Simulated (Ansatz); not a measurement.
This Ansatz (an electronic-structure program) input (r2SCAN/def2-SVP) gives -138.89448 Eh with 38 basis functions.

Ansatz 0.2 input:
```yaml
crystal:
  periodic: [false, false, false]
  atoms:
    - {symbol: C, position_ang: [-0.01056978, 0.49778310, 0.42770843]}
    - {symbol: F, position_ang: [0.01210757, -0.48553006, -0.48251610]}
    - {symbol: H, position_ang: [-0.98026178, 0.69384468, 0.86184822]}
    - {symbol: H, position_ang: [0.93471233, 0.68922727, 0.91454611]}
basis:
  gaussian:
    orbitals: def2-SVP
hamiltonian:
  xc: {name: r2SCAN}
magnetization: {spin_polarized: true, initial_magnetization: 1}
```

Change:
```diff
- orbitals: def2-SVP
+ orbitals: aug-pcseg-2
```

Problem. What does the run give now?

Solution. -139.06713 Eh (r2SCAN/aug-pcseg-2, 138 functions), a change of -172.65 mEh.
